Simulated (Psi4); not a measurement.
Process, species as SMILES: [SiH3][SiH3] (Si2H6) + [H][H] (H2) → 2 [SiH4] (SiH4)
B3LYP-D3(BJ)/def2-TZVP geometries, fixed; electronic energies without zero-point terms.

Effect of the integral screening threshold at MP2/def2-TZVP with Psi4, against the last row, where the energy of full hydrogenation is -4.75 kcal/mol. Cores are frozen.

```
setting                largest shift of a total energy (mEh)  shift of the energy of full hydrogenation (kcal/mol)
---------------------  -------------------------------------  ----------------------------------------------------
ints_tolerance: 1e-6                                   0.003                                                 0.000
ints_tolerance: 1e-8                                   0.000                                                 0.000
ints_tolerance: 1e-10                                  0.000                                                 0.000
ints_tolerance: 1e-14                                  0.000                                                 0.000
```

Within 0.02 kcal/mol in the energy of full hydrogenation: ints_tolerance: 1e-6; ints_tolerance: 1e-8; ints_tolerance: 1e-10. The largest shift is 0.003 mEh in a total energy and 0.000 kcal/mol in the difference.
